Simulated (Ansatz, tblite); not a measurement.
# BCl2F: rung by rung

The task here is to estimate one member of a computed series from the others.

Method: as each input shows; program: Ansatz 0.2.0, Gaussian basis.

The runs, in order: GFN1-xTB, GFN2-xTB, PBE-D4/def2-TZVP, r2SCAN-D4/def2-TZVP, LC-ωPBE/def2-TZVP, BLYP-D4/def2-TZVP, PBE-QIDH/def2-TZVP, ωB97X-V/def2-TZVP, HSE06-D4/def2-TZVP, CAM-B3LYP-D4/def2-TZVP, BHLYP-D4/def2-TZVP, PBE-D4/def2-SVP, PBE0-D4/def2-SVP, HF/STO-3G, PBE0-D4/def2-TZVPD, PBE-D4/def2-TZVPD, r2SCAN-D4/def2-TZVPD, CCSD(T)/def2-TZVPP, MP2/def2-TZVP, RPA/def2-TZVP.

### The structure

The singlet was relaxed beforehand with r2SCAN-D4/def2-TZVP.

4 atoms, charge 0, spin multiplicity 1.

Bond lengths: B1–Cl2 1.743 Å, B1–Cl3 1.743 Å, B1–F4 1.314 Å. Angles: Cl2–B1–Cl3 121.8°, Cl2–B1–F4 119.1°, Cl3–B1–F4 119.1°.

PBE0-D4/def2-TZVP was run before; its log isn't repeated, and its numbers join the tables.

Set-up of the first run:

Tight binding, by tblite at 300 K electronic temperature and without a spin-polarisation term:

```python
tblite.interface.Calculator('GFN1-xTB', numbers, positions, charge=0, uhf=0).singlepoint()
```

Tight binding, by tblite at 300 K electronic temperature and without a spin-polarisation term:

```python
tblite.interface.Calculator('GFN2-xTB', numbers, positions, charge=0, uhf=0).singlepoint()
```

start.molden holds the orbitals of an earlier run on this state, given as this run's starting guess.

The input, in.yaml:

```yaml
crystal:
  periodic: [false, false, false]
  atoms:
    - {symbol: B, position_ang: [-0.049049, -0.081674, 0.000479]}
    - {symbol: Cl, position_ang: [1.692513, -0.139530, 0.013300]}
    - {symbol: Cl, position_ang: [-0.917745, 1.428922, -0.017728]}
    - {symbol: F, position_ang: [-0.725719, -1.207718, 0.003948]}
basis:
  gaussian: {orbitals: def2-TZVP, initial_orbitals: start.molden}
hamiltonian: {xc: pbe, dispersion: d4}
scf: {omitted_lower_state_checks: [starts]}
output: {orbitals: {seedname: orbitals}}
```

Launch:

```
$ ansatz run in.yaml --threads 4 --pin off --events-out ev --progress --plain --max-ram 3916MiB
```

Steps of the session up to this table: PBE-D4/def2-TZVP; r2SCAN-D4/def2-TZVP; LC-ωPBE/def2-TZVP; BLYP-D4/def2-TZVP; PBE-QIDH/def2-TZVP; ωB97X-V/def2-TZVP; HSE06-D4/def2-TZVP; CAM-B3LYP-D4/def2-TZVP; BHLYP-D4/def2-TZVP; PBE-D4/def2-SVP; PBE0-D4/def2-SVP; HF/STO-3G; PBE0-D4/def2-TZVPD; PBE-D4/def2-TZVPD; r2SCAN-D4/def2-TZVPD; CCSD(T)/def2-TZVPP; MP2/def2-TZVP; RPA/def2-TZVP.

One of the session's tables, all rows but one given; the rest of the session is left out.

```
                 level  HOMO (eV)  gap (eV)
             HF/STO-3G     -11.41     17.21
       PBE-D4/def2-SVP      -7.73      6.07
      PBE-D4/def2-TZVP      -7.96      5.93
     PBE-D4/def2-TZVPD      -8.02      5.87
     BLYP-D4/def2-TZVP      -7.79      5.93
   r2SCAN-D4/def2-TZVP      -8.34      6.65
  r2SCAN-D4/def2-TZVPD      -8.37      6.60
      PBE0-D4/def2-SVP      -9.29      8.56
     PBE0-D4/def2-TZVP      -9.44      8.40
    PBE0-D4/def2-TZVPD          ?         ?
    HSE06-D4/def2-TZVP      -9.04      7.61
    BHLYP-D4/def2-TZVP     -10.76     10.85
CAM-B3LYP-D4/def2-TZVP     -10.83     10.97
     LC-ωPBE/def2-TZVP     -12.29     13.63
     ωB97X-V/def2-TZVP     -11.89     13.18
```

**Question.** Estimate the row for PBE0-D4/def2-TZVPD.

**Answer.** HOMO (eV): -9.48; gap (eV): 8.33. In the column «HOMO (eV)» it lies between BHLYP-D4/def2-TZVP (-10.76) and PBE0-D4/def2-TZVP (-9.44).
